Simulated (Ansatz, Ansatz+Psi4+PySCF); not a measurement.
```yaml
atoms:
  - { symbol: C, position_ang: [0.0000, 0.0000, -1.3081] }
  - { symbol: C, position_ang: [0.0000, 0.0000, 0.0000] }
  - { symbol: F, position_ang: [0.0000, 0.0000, 1.3184] }
```

Basis set: cc-pVTZ (spherical functions). Frozen core: 3 orbitals. Correlation on ROHF uses semicanonical orbitals with singles. Charge 0, multiplicity 2.

Computed with Ansatz (development build ahead of 0.2.0); the reference of a correlated method needn't be the lowest determinant of its kind.

The atomization energy at this shape (free ground-state atoms in the same class of orbitals less the molecule, no zero-point energy) of doublet C2F:

| method | atomization energy |
| --- | --- |
| ROHF-CCSD | 975.5 kJ/mol |

What does ROHF-CCSD(T) give?

1017.1 kJ/mol. Caution: the reference determinant was not shown to be the lowest.
